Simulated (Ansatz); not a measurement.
**C₆H₇N: vertical ionisation energy**

An exercise on one series of results from a longer session: the logs are not shown, and one member is left open.

Method: unrestricted cation, the program's frozen cores in correlated methods; program: Ansatz 0.2.0, Gaussian basis.

The runs, in order: UKS PBE-D4/def2-TZVPP; UKS r2SCAN-D4/def2-TZVPP; UKS PBE0-D4/def2-TZVPP; UKS B3LYP-D4/def2-TZVPP; UKS wB97X-V/def2-TZVPP; UKS wB97M-V/def2-TZVPP; UKS B2PLYP/def2-TZVPP; UHF-CCSD(T)/def2-TZVPP; UHF-MP2/def2-QZVPP; extrapolation to the limit; then −ε(HOMO) from the neutral's earlier runs with LDA (SPW92), PBE-D4, revPBE-D4, BLYP-D4, r2SCAN-D4, B97M-V, PBE0-D4, B3LYP-D4, r2SCANh-D4, r2SCAN0-D4, HSE06-D4, BHLYP-D4, CAM-B3LYP-D4, LC-ωPBE, ωB97X-V, ωB97M-V.

### The geometry

All runs share one geometry, relaxed beforehand with PBE0-D4 in a triple-zeta def2 set.

SMILES `C=C1CC(C#N)C1`, 14 atoms, charge 0, spin multiplicity 1.

Atoms are counted from 1 here; the program's logs count them from 0.

Bond lengths: C1–C2 1.320 Å, C1–H8 1.084 Å, C1–H9 1.084 Å, C2–C3 1.510 Å, C2–C7 1.510 Å, C3–C4 1.555 Å, C3–H10 1.093 Å, C3–H11 1.090 Å, C4–C5 1.446 Å, C4–C7 1.555 Å, C4–H12 1.091 Å, C5–N6 1.150 Å, C7–H13 1.093 Å, C7–H14 1.090 Å. Angles: C2–C1–H8 121.3°, C2–C1–H9 121.3°, H8–C1–H9 117.4°, C1–C2–C3 133.8°, C1–C2–C7 133.8°, C3–C2–C7 92.1°, C2–C3–C4 87.7°, C2–C3–H10 112.5°, C2–C3–H11 118.2°, C4–C3–H10 111.3°, C4–C3–H11 116.7°, H10–C3–H11 109.1°, C3–C4–C5 117.7°, C3–C4–C7 88.7°, C3–C4–H12 111.1°, C5–C4–C7 117.7°, C5–C4–H12 109.2°, C7–C4–H12 111.1° and more.

Geometry (Å):

```mol
C6H7N
  3D, bonds by distance, orders not assigned

 14 14  0  0  0  0  0  0  0  0999 V2000
   -0.7923   -1.4423    1.5720 C   0  0
   -0.2748   -0.6309    0.6689 C   0  0
    0.2640    0.7788    0.7172 C   0  0
    0.0237    0.8565   -0.8175 C   0  0
    1.0692    1.4315   -1.6337 C   0  0
    1.9172    1.8740   -2.2731 N   0  0
   -0.1387   -0.6903   -0.8337 C   0  0
   -1.1857   -2.4145    1.2967 H   0  0
   -0.8415   -1.1627    2.6186 H   0  0
    1.3303    0.8103    0.9549 H   0  0
   -0.2606    1.5094    1.3332 H   0  0
   -0.9216    1.3534   -1.0427 H   0  0
    0.7837   -1.1836   -1.1503 H   0  0
   -0.9731   -1.0897   -1.4105 H   0  0
  1  2  8  0
  2  3  8  0
  3  4  8  0
  4  5  8  0
  5  6  8  0
  4  7  8  0
  1  8  8  0
  1  9  8  0
  3 10  8  0
  3 11  8  0
  4 12  8  0
  7 13  8  0
  7 14  8  0
  2  7  8  0
M  END
```

Set-up of the first run:

Input file in.yaml:

```yaml
crystal:
  periodic: [false, false, false]
  atoms:
    - {symbol: C, position_ang: [-0.792326, -1.442325, 1.572017]}
    - {symbol: C, position_ang: [-0.274783, -0.630855, 0.668904]}
    - {symbol: C, position_ang: [0.263989, 0.778848, 0.717208]}
    - {symbol: C, position_ang: [0.023721, 0.856453, -0.817459]}
    - {symbol: C, position_ang: [1.069207, 1.431537, -1.633719]}
    - {symbol: N, position_ang: [1.917157, 1.874001, -2.273073]}
    - {symbol: C, position_ang: [-0.138709, -0.690264, -0.833715]}
    - {symbol: H, position_ang: [-1.185666, -2.414481, 1.296735]}
    - {symbol: H, position_ang: [-0.841450, -1.162737, 2.618578]}
    - {symbol: H, position_ang: [1.330338, 0.810322, 0.954876]}
    - {symbol: H, position_ang: [-0.260608, 1.509426, 1.333248]}
    - {symbol: H, position_ang: [-0.921560, 1.353374, -1.042727]}
    - {symbol: H, position_ang: [0.783749, -1.183608, -1.150327]}
    - {symbol: H, position_ang: [-0.973078, -1.089680, -1.410548]}
basis:
  gaussian: {orbitals: def2-TZVPP}
total_charge: 1
magnetization: {spin_polarized: true, initial_magnetization: 1}
hamiltonian: {xc: pbe, dispersion: d4}
```

The run is started by

```
$ ansatz run in.yaml --threads 2 --pin off --events-out ev --progress --plain --max-ram 31744MiB --backend cuda --devices 0, --max-vram 18GiB
```

Steps of the session up to this table: Cation, UKS PBE-D4/def2-TZVPP; Cation, UKS r2SCAN-D4/def2-TZVPP; Cation, UKS PBE0-D4/def2-TZVPP; Cation, UKS B3LYP-D4/def2-TZVPP; Cation, UKS wB97X-V/def2-TZVPP; Cation, UKS wB97M-V/def2-TZVPP; Cation, UKS B2PLYP (frozen core)/def2-TZVPP; Cation, UHF-CCSD(T)/def2-TZVPP; Cation, UHF-MP2/def2-QZVPP.

One table of the session follows, with a row left open; its other results are not shown here.

It belongs to the step «Ionisation energies side by side». For comparison, −ε(HOMO) of the neutral from earlier runs:

| functional | −ε(HOMO) (eV) |
| --- | --- |
| LDA (SPW92) | 6.70 |
| PBE-D4 | 6.55 |
| revPBE-D4 | ? |
| BLYP-D4 | 6.39 |
| r2SCAN-D4 | 6.75 |
| B97M-V | 6.75 |
| PBE0-D4 | 7.68 |
| B3LYP-D4 | 7.46 |
| r2SCANh-D4 | 7.17 |
| r2SCAN0-D4 | 7.82 |
| HSE06-D4 | 7.28 |
| BHLYP-D4 | 8.67 |
| CAM-B3LYP-D4 | 9.01 |
| LC-ωPBE | 10.40 |
| ωB97X-V | 10.02 |
| ωB97M-V | 9.92 |

Estimate the missing values for revPBE-D4.

As computed: −ε(HOMO) (eV): 6.49. In the column «−ε(HOMO) (eV)» it lies between BLYP-D4 (6.39) and PBE-D4 (6.55).
